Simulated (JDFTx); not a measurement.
System: benzene, C6H6 (SMILES c1ccccc1), charge 0, multiplicity 1; geometry: optimised with GFN2-xTB in vacuum (no frequencies checked; largest PBE force component 0.5 eV/Å). Bond lengths (Å): C1–C2 1.385, C1–C6 1.385, C1–H7 1.080, C2–C3 1.385, C2–H8 1.080, C3–C4 1.385, C3–H9 1.080, C4–C5 1.384, C4–H10 1.080, C5–C6 1.385, C5–H11 1.080, C6–H12 1.080. Bond angles (°): C2–C1–C6 120.0, C2–C1–H7 120.0, C6–C1–H7 120.0, C1–C2–C3 120.0, C1–C2–H8 120.0, C3–C2–H8 120.0, C2–C3–C4 120.0, C2–C3–H9 120.0, C4–C3–H9 120.0, C3–C4–C5 120.0, C3–C4–H10 120.0, C5–C4–H10 120.0, C4–C5–C6 120.0, C4–C5–H11 120.0 (the first ones only).

All numbers are PBE, GBRV ultrasoft potentials, plane waves to 20/100 Ha results from JDFTx (a modified build), not measurements. Liquid: CANDLE, water, 2 M NaCl. The liquid run sits in a periodic box with 3.75 Å from the outermost atoms to the faces; the vacuum run is isolated. The box matters at about 0.01 eV. The solvation energy is E(in liquid) − E(vacuum) at fixed geometry, with no thermal, conformational or standard-state terms added.

The solvation energy is -0.04 eV and the part: cavitation term of the fluid comes out as 0.56 eV. The part: dispersion term of the fluid is -0.47 eV. The part: electrostatic term of the fluid is -0.17 eV and the part: distortion of the solute's electrons is 0.04 eV. The highest occupied level in vacuum (zero: vacuum level) comes out as -6.37 eV and the highest occupied level in the liquid (zero: bulk electrolyte) is -6.29 eV. The volume of the model's cavity comes out as 263.7 Å³ and the rough cost, vacuum and liquid run is 3 min and 3 min of core time.
